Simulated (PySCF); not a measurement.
Compound: hydrogen cyanide, HCN.
Structure used (PBE0/6-31+G*), in Å, numbered top down from 1:
```
atom  x, y, z in Å
C1    -0.0288   -0.0018   -0.0060
N2     1.1268    0.0207   -0.0132
H3    -1.1003   -0.0226    0.0006
```

Method used: PBE0/6-31+G* geometry optimisation, gas phase (PySCF).

Masses are those of the commonest isotopes; rigid-rotor values at the optimised geometry. 

(1) What are the moment of inertia and the rotational constant?

(2) List the first levels of a rigid rotor in a Σ state.

(3) Where do the first rotational lines fall?

(4) Estimate the classical rotational partition function at 50 K, 100 K and 200 K.

## Answers

(1) I = 11.417 u·Å², B = 505379 MHz·u·Å²/I = 44265 MHz (1.4765 cm⁻¹, or 2.124 K as hB/k).

(2) E(J) = BJ(J+1): J = 1: 2.953, J = 2: 8.859, J = 3: 17.718, J = 4: 29.531, J = 5: 44.296, J = 6: 62.014 cm⁻¹.

(3) The dipole is 3.09 D; J+1 ← J lies at 2B(J+1): 1 ← 0 at 88.53 GHz, 2 ← 1 at 177.06 GHz, 3 ← 2 at 265.59 GHz, 4 ← 3 at 354.12 GHz, 5 ← 4 at 442.65 GHz, 6 ← 5 at 531.18 GHz.

(4) Point group C∞v, symmetry number σ = 1; q = kT/(σhB), k/h = 20836.6 MHz/K: 23.5 at 50 K, 47.1 at 100 K, 94.1 at 200 K.

PBE0/6-31+G* frequencies: not computed here. Constants of a rigid frame at the computed geometry: no zero-point averaging, no centrifugal distortion.

Hardware: one thread, Arm Neoverse V2 (aarch64), shared host with 96 logical CPUs at a one-minute load of 50. Cost: 0.81 s wall, 0.23 GiB resident at most. This is the geometry optimisation.
